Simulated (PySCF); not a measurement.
# C₅H₅N: excited states, first hyperpolarisability

Wanted: excited states, first hyperpolarisability for C₅H₅N (`C=C/C=C/C#N`).

Computed with PySCF 2.14.0 and routines of our own; the level stands in each step. Atoms count from 0.

## 1. The system as given

11 atoms, charge 0, multiplicity 1; geometry from: GFN2-xTB.

## 2. Geometry optimisation at PBE0-D3(BJ)/def2-TZVP

Job settings and geometry (Å):

```
{"job": {"xc": "PBE0", "basis": "def2-TZVP", "d3": "d3bj", "grid": 2, "kind": "geom"}, "charge": 0, "multiplicity": 1}
C     -1.876320     0.888928    -0.759860
C     -0.925265     0.619838     0.131946
C      0.223074    -0.195874    -0.163580
C      1.184838    -0.468130     0.733180
C      2.297171    -1.265734     0.423873
N      3.208953    -1.917641     0.175720
H     -2.726819     1.501798    -0.517103
H     -1.832235     0.502806    -1.765133
H     -0.989624     1.018058     1.136628
H      0.295686    -0.599555    -1.165694
H      1.145966    -0.081823     1.744059
```

Launch:

```bash
OMP_NUM_THREADS=1 python excited_run.py task.json out
```

The driver reads the jobs from task.json and runs them one after another.

Standard output:

```text
step   0  E = -248.02981288  max force = 0.010574
step   1  E = -248.03017275  max force = 0.000966
step   2  E = -248.03017334  max force = 0.000397
optimisation converged
```

It took 38 s on 1 thread of Arm Neoverse V1, shared host; peak memory 0.86 GiB.

Along the way:

| step | energy from step 0 (eV) | largest force component (eV/Å) |
| --- | --- | --- |
| 0 | 0.0000 | 0.5437 |
| 1 | -0.0098 | 0.0497 |
| 2 | -0.0098 | 0.0204 |

Distances of close pairs at the start and the end, largest changes first:

| bond | before (Å) | after (Å) | change (Å) |
| --- | --- | --- | --- |
| C3–C4 | 1.403 | 1.416 | +0.013 |
| C0–H7 | 1.078 | 1.085 | +0.007 |
| C0–H6 | 1.076 | 1.083 | +0.007 |
| C4–N5 | 1.148 | 1.153 | +0.005 |
| C1–H8 | 1.083 | 1.087 | +0.004 |
| C2–H9 | 1.083 | 1.087 | +0.004 |
| C3–H10 | 1.083 | 1.086 | +0.003 |
| C1–C2 | 1.439 | 1.441 | +0.002 |

The next job starts from the end point, and lists it.

| at the end point | value |
| --- | --- |
| point group (found at 0.08 Å tolerance) | Cs |
| rotational constants (GHz, main isotopes) | 26.684, 1.458, 1.382 |
| dipole moment (D) | 4.76 |

## 3. Excited states: TDA wB97X-D/def2-TZVPD

Job settings and geometry (Å):

```
{"job": {"kind": "states", "xc": "wB97X-D", "basis": "def2-TZVPD", "tda": true, "soc": true, "nstates": 6, "ntriplets": 5, "nquad": 4}, "charge": 0, "multiplicity": 1}
C     -1.945387     0.869211    -0.741157
C     -0.983765     0.605232     0.143827
C      0.166031    -0.207845    -0.163099
C      1.137722    -0.476094     0.721667
C      2.260284    -1.277159     0.398450
N      3.180502    -1.927253     0.152948
H     -2.798915     1.483759    -0.484199
H     -1.903894     0.475512    -1.751306
H     -1.046819     1.010686     1.150462
H      0.235812    -0.617619    -1.167012
H      1.098597    -0.082708     1.732621
```

Level: TDA wB97X-D/def2-TZVPD excited states, vertical, gas phase, spin-orbit mean-field couplings.

Standard output:

```text
coarse grid: 9592 points
cycle   1  E = -248.1760718741  dE =  9.380e-01  |g| = 4.994e-01  |ddm| = 3.561e+00
cycle   2  E = -248.1053268505  dE =  7.075e-02  |g| = 8.082e-01  |ddm| = 2.325e+00
cycle   3  E = -248.2429905879  dE = -1.377e-01  |g| = 4.158e-02  |ddm| = 8.895e-01
cycle   4  E = -248.2435089506  dE = -5.184e-04  |g| = 2.136e-02  |ddm| = 1.463e-01
cycle   5  E = -248.2436319199  dE = -1.230e-04  |g| = 5.188e-03  |ddm| = 5.250e-02
cycle   6  E = -248.2436403235  dE = -8.404e-06  |g| = 2.355e-03  |ddm| = 1.505e-02
final grid: 93896 points
cycle   7  E = -248.2322408049  dE = -1.211e-04  |g| = 5.883e-03  |ddm| = 6.125e-01
cycle   8  E = -248.2322359925  dE =  4.812e-06  |g| = 7.709e-03  |ddm| = 7.241e-02
cycle   9  E = -248.2322479182  dE = -1.193e-05  |g| = 1.109e-03  |ddm| = 1.060e-02
cycle  10  E = -248.2322481209  dE = -2.027e-07  |g| = 5.993e-04  |ddm| = 5.434e-03
cycle  11  E = -248.2322482065  dE = -8.560e-08  |g| = 5.336e-05  |ddm| = 2.480e-03
cycle  12  E = -248.2322482078  dE = -1.229e-09  |g| = 2.558e-05  |ddm| = 4.208e-04
cycle  13  E = -248.2322482080  dE = -2.435e-10  |g| = 1.096e-05  |ddm| = 9.804e-05
converged SCF energy = -248.2322482080

Singlet excitations
state   eV       nm        f     d(h-e)  d(exc)  Lambda  PR(NTO)  |dmu|/D   mu/D   main configurations
  1   5.6429   219.7   1.14213   0.061   3.216   0.830   1.143    0.303    5.090   H->L 0.92
  2   6.2530   198.3   0.00001   1.757   3.167   0.356   1.047    5.664    1.312   H-1->L 0.89
  3   6.7147   184.6   0.00019   0.852   3.409   0.321   1.127    3.367    6.720   H->L+1 0.48, H->L+5 0.25, H->L+2 0.14
  4   7.0737   175.3   0.00194   0.125   3.474   0.757   1.920    0.777    4.023   H-2->L 0.64, H->L+4 0.28
  5   7.0919   174.8   0.01051   0.896   3.728   0.318   1.310                     H->L+1 0.36, H->L+2 0.28, H->L+5 0.15
  6   7.1666   173.0   0.00057   0.338   2.955   0.472   1.262                     H-4->L 0.55, H-3->L 0.31

Triplet excitations (Tamm-Dancoff)
state   eV     d(h-e)  d(exc)  Lambda  PR(NTO)   main configurations
  1   2.9130   0.072   2.856   0.844   1.090   H->L 0.94
  2   4.8507   0.115   2.272   0.755   1.895   H-2->L 0.56, H->L+4 0.32
  3   5.9370   1.442   3.003   0.358   1.198   H-1->L 0.80
  4   6.3363   0.689   2.444   0.729   2.256   H-5->L 0.38, H-1->L+5 0.14, H-2->L 0.11
  5   6.5506   0.651   3.117   0.339   1.263   H->L+5 0.37, H->L+1 0.26, H->L+2 0.13
S1 - T1 = 2.7299 eV

Spin-orbit couplings |<S|Hso|T>| (cm-1)
             T1       T2       T3       T4       T5
S0        0.025    0.002   11.755    0.020   17.134
S1        0.015    0.013   18.061    0.070    7.013
S2        8.510    7.449    0.117    8.446    0.062
S3        7.590    7.075    0.257    1.554    0.101
S4        0.067    0.019   14.421    0.042    1.075
S5        4.871    0.768    0.301    2.541    0.352
S6        3.721    2.122    0.946    1.976    0.069
T1 sublevels (cm-1): 0.000 0.001 0.001   radiative rates (1/s): 0.00519 0.000125 0.00407
```

Run time: 47 s. Hardware: 1 thread of Arm Neoverse V1, shared host; peak memory 0.89 GiB.

From this job:

| quantity | value |
| --- | --- |
| S1 less T1 | 2.73 eV |

The fields below are evaluated on a grid from the run's orbitals.

Frontier orbitals at wB97X-D/def2-TZVPD, with the share of their density that lies nearest to each atom:

| orbital | energy (eV) | lies on |
| --- | --- | --- |
| HOMO | -9.17 | C0, C3 about 22 % each; N5 15 %; C1, C2 about 13 % each |
| LUMO | -0.50 | C0, C2, C3 about 19 % each; N5 11 %; C1, C4 about 8 % each |

ELF in a plane through or near 11 of the atoms.

Values, 10 rows by 14 columns:
```
0.00 0.00 0.00 0.00 0.00 0.00 0.00 0.00 0.00 0.00 0.00 0.00 0.00 0.00
0.00 0.00 0.00 0.00 0.00 0.01 0.00 0.00 0.01 0.00 0.00 0.00 0.00 0.00
0.00 0.00 0.00 0.00 0.14 0.97 0.34 0.21 0.98 0.21 0.00 0.00 0.00 0.00
0.00 0.00 0.01 0.05 0.14 1.00 0.60 0.47 1.00 0.17 0.12 0.11 0.00 0.00
0.00 0.01 0.29 0.63 0.66 0.26 0.65 0.67 0.26 0.46 0.99 0.97 0.01 0.00
0.00 0.21 0.81 0.80 0.68 0.68 0.50 0.64 0.64 0.50 0.97 0.93 0.01 0.00
0.00 0.41 0.96 0.33 0.76 0.08 0.94 0.92 0.15 0.99 0.65 0.04 0.00 0.00
0.00 0.05 0.75 0.62 0.28 0.01 0.98 0.96 0.11 0.99 0.91 0.00 0.00 0.00
0.00 0.00 0.01 0.03 0.00 0.00 0.07 0.05 0.00 0.19 0.03 0.00 0.00 0.00
0.00 0.00 0.00 0.00 0.00 0.00 0.00 0.00 0.00 0.00 0.00 0.00 0.00 0.00
```
The map spans 12.6 Å across and 8.3 Å up, centred on the molecule. Atoms in the plane (x, y in Å): C0 (2.2, -0.3), C1 (1.0, 0.4), C2 (-0.2, -0.2), C3 (-1.4, 0.4), C4 (-2.7, -0.2), N5 (-3.7, -0.7), H6 (3.2, 0.2), H7 (2.2, -1.4), H8 (1.1, 1.5), H9 (-0.3, -1.3), H10 (-1.4, 1.5).

log10 of the density (e/Å³) in the same plane.

Ten even steps from '0' (-4.0) to '9' (1.8):
```
0000000000000000000000000000
0000000000000000000000000000
0000000001111111110000000000
0000000012332223322100000000
0000000134443334443210000000
0000111245665445654321100000
0001223345775456764433210000
0012334456776566765554321000
0123455666886667876665431000
0124566777777777777776432000
0235677897777977779776431000
0235689776667776677765421000
0235677765556765567764320000
0134566554446765467653210000
0123455443345554455543100000
0012333332233433334432100000
0001222211112222222221000000
0000011000001110011100000000
0000000000000000000000000000
0000000000000000000000000000
```
The map spans 12.6 Å across and 8.3 Å up, centred on the molecule. Atoms in the plane (x, y in Å): C0 (2.2, -0.3), C1 (1.0, 0.4), C2 (-0.2, -0.2), C3 (-1.4, 0.4), C4 (-2.7, -0.2), N5 (-3.7, -0.7), H6 (3.2, 0.2), H7 (2.2, -1.4), H8 (1.1, 1.5), H9 (-0.3, -1.3), H10 (-1.4, 1.5).

On the surface of density 0.002 e/bohr³ the electrostatic potential runs, from the 1st to the 99th percentile, from -1.81 V near N5 to 1.48 V near H10.

## 4. Excited states: TDDFT CAM-B3LYP/def2-TZVPD

Settings changed since step 3:

```diff
@@ -1,2 +1,2 @@
-{"job": {"kind": "states", "xc": "wB97X-D", "basis": "def2-TZVPD", "tda": true, "soc": true, "nstates": 6, "ntriplets": 5, "nquad": 4}, "charge": 0, "multiplicity": 1}
+{"job": {"kind": "states", "xc": "CAM-B3LYP", "basis": "def2-TZVPD", "tpa": true, "nstates": 8, "nquad": 6, "ntriplets": 0}, "charge": 0, "multiplicity": 1}
 C     -1.945387     0.869211    -0.741157
```

With the program's defaults for keys left out, this is: TDDFT CAM-B3LYP/def2-TZVPD excited states, vertical, gas phase, two-photon moments by quadratic response.

Standard output:

```text
coarse grid: 9592 points
cycle   1  E = -248.1375581399  dE =  8.910e-01  |g| = 4.789e-01  |ddm| = 3.462e+00
cycle   2  E = -248.0475044271  dE =  9.005e-02  |g| = 8.440e-01  |ddm| = 1.672e+00
cycle   3  E = -248.1977199013  dE = -1.502e-01  |g| = 5.377e-02  |ddm| = 7.646e-01
cycle   4  E = -248.1983837522  dE = -6.639e-04  |g| = 2.760e-02  |ddm| = 1.566e-01
cycle   5  E = -248.1985782754  dE = -1.945e-04  |g| = 4.111e-03  |ddm| = 5.357e-02
cycle   6  E = -248.1985833057  dE = -5.030e-06  |g| = 1.772e-03  |ddm| = 1.110e-02
final grid: 93896 points
cycle   7  E = -248.1930890404  dE = -2.857e-05  |g| = 3.553e-03  |ddm| = 2.291e-01
cycle   8  E = -248.1930900185  dE = -9.781e-07  |g| = 2.904e-03  |ddm| = 1.847e-02
cycle   9  E = -248.1930919836  dE = -1.965e-06  |g| = 5.223e-04  |ddm| = 5.385e-03
cycle  10  E = -248.1930920338  dE = -5.020e-08  |g| = 2.662e-04  |ddm| = 1.317e-03
cycle  11  E = -248.1930920476  dE = -1.385e-08  |g| = 1.040e-04  |ddm| = 5.347e-04
cycle  12  E = -248.1930920499  dE = -2.291e-09  |g| = 2.949e-05  |ddm| = 1.135e-04
cycle  13  E = -248.1930920501  dE = -2.142e-10  |g| = 6.306e-06  |ddm| = 5.897e-05
converged SCF energy = -248.1930920501

Singlet excitations
state   eV       nm        f     d(h-e)  d(exc)  Lambda  PR(NTO)  |dmu|/D   mu/D   delta(TPA)   sigma/GM   main configurations
  1   5.2508   236.1   0.82903   0.063   3.194   0.818   1.186    0.273    5.091        4.03      0.041   H->L 0.96
  2   6.2342   198.9   0.00001   1.766   3.209   0.353   1.055    5.596    1.234        0.01      0.000   H-1->L 0.88
  3   6.5397   189.6   0.00055   0.932   3.606   0.318   1.143    3.799    5.981       19.90      0.312   H->L+1 0.63, H->L+2 0.11, H->L+5 0.09
  4   6.8761   180.3   0.00952   1.291   3.869   0.298   1.096    5.334    6.041       36.24      0.628   H->L+2 0.56, H->L+1 0.23, H->L+6 0.10
  5   6.9771   177.7   0.00245   0.168   3.474   0.745   1.789    0.692    4.130     3096.79     55.228   H-2->L 0.73, H->L+4 0.20
  6   7.0724   175.3   0.00466   0.580   3.640   0.316   1.218    2.860    2.741       37.93      0.695   H->L+3 0.41, H->L+6 0.14, H->L+5 0.12
  7   7.1908   172.4   0.00002   0.394   2.942   0.480   1.086                                            H-4->L 0.58, H-3->L 0.36
  8   7.2637   170.7   0.06235   1.044   2.911   0.687   1.839                                            H->L+4 0.73, H-2->L 0.14
```

It took 53 s on 1 thread of Arm Neoverse V1, shared host; peak memory 0.95 GiB.

## 5. First hyperpolarisability: quadratic response CAM-B3LYP/def2-TZVPD

Settings changed since step 4:

```diff
@@ -1,2 +1,2 @@
-{"job": {"kind": "states", "xc": "CAM-B3LYP", "basis": "def2-TZVPD", "tpa": true, "nstates": 8, "nquad": 6, "ntriplets": 0}, "charge": 0, "multiplicity": 1}
+{"job": {"kind": "beta", "xc": "CAM-B3LYP", "basis": "def2-TZVPD"}, "charge": 0, "multiplicity": 1}
 C     -1.945387     0.869211    -0.741157
```

Level: quadratic response CAM-B3LYP/def2-TZVPD first hyperpolarisability, Taylor convention, gas phase.

Standard output:

```text
coarse grid: 9592 points
cycle   1  E = -248.1375581399  dE =  8.910e-01  |g| = 4.789e-01  |ddm| = 3.462e+00
cycle   2  E = -248.0475044271  dE =  9.005e-02  |g| = 8.440e-01  |ddm| = 1.672e+00
cycle   3  E = -248.1977199013  dE = -1.502e-01  |g| = 5.377e-02  |ddm| = 7.646e-01
cycle   4  E = -248.1983837522  dE = -6.639e-04  |g| = 2.760e-02  |ddm| = 1.566e-01
cycle   5  E = -248.1985782754  dE = -1.945e-04  |g| = 4.111e-03  |ddm| = 5.357e-02
cycle   6  E = -248.1985833057  dE = -5.030e-06  |g| = 1.772e-03  |ddm| = 1.110e-02
final grid: 93896 points
cycle   7  E = -248.1930890404  dE = -2.857e-05  |g| = 3.553e-03  |ddm| = 2.291e-01
cycle   8  E = -248.1930900185  dE = -9.781e-07  |g| = 2.904e-03  |ddm| = 1.847e-02
cycle   9  E = -248.1930919836  dE = -1.965e-06  |g| = 5.223e-04  |ddm| = 5.385e-03
cycle  10  E = -248.1930920338  dE = -5.020e-08  |g| = 2.662e-04  |ddm| = 1.317e-03
cycle  11  E = -248.1930920476  dE = -1.385e-08  |g| = 1.040e-04  |ddm| = 5.347e-04
cycle  12  E = -248.1930920499  dE = -2.291e-09  |g| = 2.949e-05  |ddm| = 1.135e-04
cycle  13  E = -248.1930920501  dE = -2.142e-10  |g| = 6.306e-06  |ddm| = 5.897e-05
converged SCF energy = -248.1930920501

Lowest singlets (eV, f): 5.2508 0.8290  6.2342 0.0000  6.5397 0.0006

First hyperpolarisability (au)
process     nm      |vector|   parallel      HRS      DR
static         -       45.70      13.69      40.72    1.86
shg       1907.0       49.02      15.69      43.41   1.877
eope      1907.0       46.75      14.32          -       -
shg       1064.0       58.59       21.7       50.8   1.918
eope      1064.0       49.27      15.84          -       -
```

Wall time 45 s (1 thread of Arm Neoverse V1, shared host); peak memory 0.96 GiB.

## 6. What came out

| quantity | value |
| --- | --- |
| point group | Cs |
| rotational constants (main isotopes) | 26.68, 1.46, 1.38 GHz |
| S1 less T1 (step 3, TDA wB97X-D/def2-TZVPD) | 2.73 eV |
| surface potential, 1st and 99th percentile | -1.81 V and 1.48 V |
| β vector (step 5, quadratic response CAM-B3LYP/def2-TZVPD) | static 46, SHG 1907.0 nm 49, SHG 1064.0 nm 59 au |

Relaxing lowered the energy by 0.010 eV in 2 steps; the close pair that moved most is C3–C4, from 1.403 to 1.416 Å. In step 3, the number of triplets below S1 is 2, and the largest singlet-triplet spin-orbit coupling is S1–T3, 18.06 cm⁻¹. By nearest atom (wB97X-D/def2-TZVPD), the HOMO sits on C0, C3 about 22 % each; N5 15 % and the LUMO on C0, C2, C3 about 19 % each; N5 11 %. β grows from 46 au (static) to 59 au for doubling at 1064.0 nm: normal dispersion, which grows as twice the photon energy moves toward the bright states.
